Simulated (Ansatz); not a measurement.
Dissociation curve of LiF, singlet.

Calculation: full CI/def2-SVP, frozen core (Ansatz, an electronic-structure program).

Problem. Relative to R = 1.56 Å, what are the energies at R = 1.93, 2.77, 3.47, 4.25 Å?

Solution. 27.2 mEh at 1.93 Å, 111.7 mEh at 2.77 Å, 160.7 mEh at 3.47 Å, 188.3 mEh at 4.25 Å.
